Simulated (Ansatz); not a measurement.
Worked example: correlation energy of Ga–C–GaH, quartet

Geometry: displaced at random from a stationary point.

```yaml
atoms:
  - { symbol: Ga, position_ang: [0.0645, -0.2879, 2.6714] }
  - { symbol: C, position_ang: [-0.1002, -0.3820, 0.6648] }
  - { symbol: Ga, position_ang: [-0.0237, -0.3731, -1.3439] }
  - { symbol: H, position_ang: [0.0594, 1.0430, -1.9923] }
```

Basis cc-pVDZ; Ansatz 0.2.0. Correlated methods freeze the noble-gas cores and the filled d shells of p-block atoms, which leaves 11 electrons in 44 orbitals. Prefix R: restricted or restricted open-shell reference; prefix U: unrestricted. No spin–orbit coupling is included, and no scalar relativity.

Full CI isn't at hand for all of this; UCCSDT(Q) serves as the reference, and is uncertain by about the last step of the cluster series.

Runs differ by some tens of microhartree through their thresholds and, for an open shell, their frozen cores, so steps under 0.03 kcal/mol mean nothing.

| level | total energy (hartree) |
| --- | --- |
| UHF | -3884.764486 |
| UMP2 | -3884.930503 |
| UCCSD | -3884.970803 |
| UCCSD(T) | -3884.977457 |
| UCCSDT | -3884.979073 |
| UCCSDT(Q) | -3884.979619 |

**Question.** What is the correlation energy at UCCSDT(Q), and what share of it do UMP2 and UCCSD(T) recover?

**Answer.** E(corr) = -3884.979619 − (-3884.764486) = -0.215133 hartree = -5.854 eV. UMP2: -0.166017 / -0.215133 = 77.17 %. UCCSD(T): -0.212971 / -0.215133 = 99.00 %.

**Question.** By how many kcal/mol does UCCSD(T) miss UCCSDT(Q) (1 hartree = 627.509 kcal/mol), and which steps make up the rest?

**Answer.** -3884.977457 − (-3884.979619) = 0.002162 hartree = 1.36 kcal/mol. Steps: UCCSDT − UCCSD(T) = -1.01, UCCSDT(Q) − UCCSDT = -0.34 kcal/mol. Differences between like states or geometries often cancel part of this.
